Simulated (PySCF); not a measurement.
**Choosing a basis for TDDFT**

Nitric acid, HNO3.
Atom-mapped SMILES: `[O:1]=[N+:2]([O-:3])[OH:4]` (hydrogens: H5 on O4)

Geometry (PBE0-D3(BJ)/def2-SVP, Å), atoms numbered from 1 in this order:
```xyz
5
HNO3 angstrom
O      0.0051    0.7550   -1.0335
N     -0.0979   -0.2366   -0.3650
O     -0.3809   -1.3443   -0.6817
O      0.1478   -0.0770    0.9807
H      0.3578    0.8684    1.0647
```

TDDFT with PBE0 (PySCF), vertical singlets, core orbitals frozen in the response, spherical d and f functions. One conformer (not necessarily the lowest) at the PBE0-D3(BJ)/def2-SVP geometry, without solvent, vibrations or thermal averaging.

Q: How do the low singlets change with the basis? Take 6-31G*, def2-SVP, 6-31+G*, aug-cc-pVDZ, def2-TZVP, def2-TZVPD and aug-cc-pVTZ.

A: 

```tsv
basis	functions	diffuse	S1 (eV)	S2 (eV)	S3 (eV)	S4 (eV)	S5 (eV)	LUMO (eV)	α (au)
6-31G*	58	no	5.09	6.14	7.83	8.02	9.57	-1.52	18.3
def2-SVP	61	no	5.03	6.09	7.80	8.01	9.29	-1.69	18.0
6-31+G*	74	yes	4.99	6.06	7.57	7.70	8.38	-2.07	22.8
aug-cc-pVDZ	101	yes	4.99	6.06	7.49	7.67	7.99	-2.02	24.9
def2-TZVP	130	no	5.04	6.09	7.68	7.82	8.77	-1.87	21.9
def2-TZVPD	166	yes	5.01	6.05	7.52	7.69	8.18	-2.00	25.3
aug-cc-pVTZ	207	yes	5.01	6.06	7.50	7.68	7.99	-2.00	25.3
```

States are compared by their number. Against the largest diffuse basis here (aug-cc-pVTZ, itself not a converged limit), sets without diffuse functions differ by up to 0.08 eV in S1 and 1.58 eV in S5; the smaller diffuse sets differ by up to 0.02 and 0.39 eV. State by state, the largest deviation of a set without diffuse functions is S1 0.08, S2 0.08, S3 0.33, S4 0.34, S5 1.58 eV. The same number needn't mean the same state in each row. Against aug-cc-pVTZ the polarisability deviates by -28% in 6-31G*, -29% in def2-SVP, -10% in 6-31+G*, -2% in aug-cc-pVDZ, -13% in def2-TZVP, 0% in def2-TZVPD. A single + in a Pople set puts diffuse functions on heavy atoms only.
